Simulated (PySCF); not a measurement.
Consider hydrogen chloride, `Cl` (HCl). Atom numbers as in the mapped SMILES `[ClH:1]`.

These are calculated values, ωB97X-D3(BJ)/ma-def2-TZVP in PySCF (grid level 2) at geometries from PBE0-D3(BJ)/def2-SVP. ωB97X-D3(BJ) is ωB97X-V with D3(BJ) in place of VV10. Thermal corrections: PBE0-D3(BJ)/def2-SVP frequencies, unscaled, ideal gas at 298.15 K and 1 bar, quasi-RRHO entropy.

Question: What are the vertical and the adiabatic ionisation energy for forming the radical cation?

Answer: 12.83 eV vertical and 12.80 eV adiabatic, the latter with zero-point energy.

Question: Where does the unpaired spin of the relaxed radical cation sit?

Answer: Cl1 (chlorine) 1.02 (intrinsic atomic orbital populations).

Question: What oxidation potential follows in acetonitrile (IEF-PCM), given that Fc+/Fc comes at 4.54 V absolute with this functional and basis?

Answer: In the gas phase ΔG of oxidation is 12.761 eV, and solvation is -12.5 kJ/mol for the parent and -330.7 kJ/mol for the product, so the absolute potential is 9.46 V, or 4.92 V against Fc+/Fc. Fc+/Fc in acetonitrile, 4.54 V, is ωB97X-D3(BJ)/ma-def2-TZVP on PBE0-D3(BJ)/def2-SVP structures with GFN2-xTB thermal terms. Benchmark calculations put it near 5.0 V in acetonitrile and DMSO, so it is about 0.5 V low, and the value against it can read up to that much too high. The solvent is electrostatics only, on gas-phase structures; the absolute scale refers to an electron at rest in vacuum.

Question: How far is −ε(HOMO) from the vertical value by ΔSCF?

Answer: −ε(HOMO) = 12.09 eV, which is 0.74 eV below the ΔSCF value.

Known limits: spin-orbit coupling is left out of the energies, which matters for open shells on the heavier atoms.
